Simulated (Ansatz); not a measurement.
# C4H5FS: a ladder of functionals and wavefunction methods

An exercise on one series of results from a longer session: the logs are not shown, and one member is left open.

The runs use Ansatz 0.2.0, Gaussian basis; functionals in def2-TZVPP, the program's frozen cores in correlated methods.

Plan: PBE-D4, r2SCAN-D4, PBE0-D4, B3LYP-D4, ωB97X-V, ωB97M-V, B2PLYP; CCSD(T)/def2-TZVPP; MP2/def2-QZVPP; extrapolation to the limit.

### Structure used throughout

An earlier PBE0-D4 in a triple-zeta def2 set relaxation fixed the geometry.

11 atoms, charge 0, spin multiplicity 1.

Atoms are counted from 1 here; the program's logs count them from 0.

Bond lengths: F1–C2 1.346 Å, C2–C3 1.320 Å, C2–H7 1.082 Å, C3–C4 1.503 Å, C3–S6 1.761 Å, C4–C5 1.541 Å, C4–H8 1.092 Å, C4–H9 1.092 Å, C5–S6 1.833 Å, C5–H10 1.089 Å, C5–H11 1.089 Å. Angles: F1–C2–C3 120.2°, F1–C2–H7 113.4°, C3–C2–H7 126.4°, C2–C3–C4 132.6°, C2–C3–S6 131.6°, C4–C3–S6 95.8°, C3–C4–C5 95.2°, C3–C4–H8 113.0°, C3–C4–H9 113.4°, C5–C4–H8 113.4°, C5–C4–H9 113.8°, H8–C4–H9 107.9°, C4–C5–S6 91.6°, C4–C5–H10 115.1°, C4–C5–H11 114.8°, S6–C5–H10 112.4°, S6–C5–H11 112.2°, H10–C5–H11 109.7° and more.

Set-up of the first run:

The input, in.yaml:

```yaml
crystal:
  periodic: [false, false, false]
  atoms:
    - {symbol: F, position_ang: [-2.648853, -0.633654, 0.080411]}
    - {symbol: C, position_ang: [-1.906981, 0.479005, -0.074028]}
    - {symbol: C, position_ang: [-0.588986, 0.407248, -0.050511]}
    - {symbol: C, position_ang: [0.364654, -0.741309, 0.121719]}
    - {symbol: C, position_ang: [1.639034, 0.112834, -0.024504]}
    - {symbol: S, position_ang: [0.651630, 1.644957, -0.221001]}
    - {symbol: H, position_ang: [-2.498222, 1.374989, -0.210339]}
    - {symbol: H, position_ang: [0.277026, -1.225269, 1.096814]}
    - {symbol: H, position_ang: [0.259575, -1.510560, -0.646100]}
    - {symbol: H, position_ang: [2.279204, 0.141059, 0.855601]}
    - {symbol: H, position_ang: [2.237117, -0.106300, -0.907561]}
basis:
  gaussian: {orbitals: def2-TZVPP}
hamiltonian: {xc: pbe, dispersion: d4}
output: {forces: true, orbitals: {seedname: orbitals}}
```

Started as:

```sh
$ ansatz run in.yaml --threads 4 --pin off --events-out ev --progress --plain --max-ram 10444MiB
```

Among the steps run: PBE-D4 (GGA); r2SCAN-D4 (meta-GGA); PBE0-D4 (hybrid); B3LYP-D4 (hybrid); ωB97X-V (range-separated); ωB97M-V (range-separated); B2PLYP (double hybrid); CCSD(T) in def2-TZVPP; MP2 in def2-QZVPP.

One table of the session follows, with a row left open; its other results are not shown here.

It belongs to the step «Atomisation energies». 

| method | atomisation energy (kJ/mol) |
| --- | --- |
| PBE-D4 | 4688.2 |
| r2SCAN-D4 | ? |
| PBE0-D4 | 4578.5 |
| B3LYP-D4 | 4505.0 |
| ωB97X-V | 4525.6 |
| ωB97M-V | 4533.0 |
| B2PLYP | 4459.3 |
| HF/def2-TZVPP | 3216.4 |
| MP2/def2-TZVPP | 4497.2 |
| CCSD/def2-TZVPP | 4293.8 |
| CCSD(T)/def2-TZVPP | 4381.5 |
| MP2/CBS | 4615.3 |
| CCSD(T)/CBS | 4499.6 |

Estimate the missing values for r2SCAN-D4.

**Answer.** atomisation energy (kJ/mol): 4540.7. In the column «atomisation energy (kJ/mol)» it lies between ωB97M-V (4533.0) and PBE0-D4 (4578.5).

Caveats from the session: Free atoms (1 F, 4 C, 1 S, 5 H) were run apart at each level; the atomisation energy is their sum less the molecule, without zero-point or spin-orbit terms.
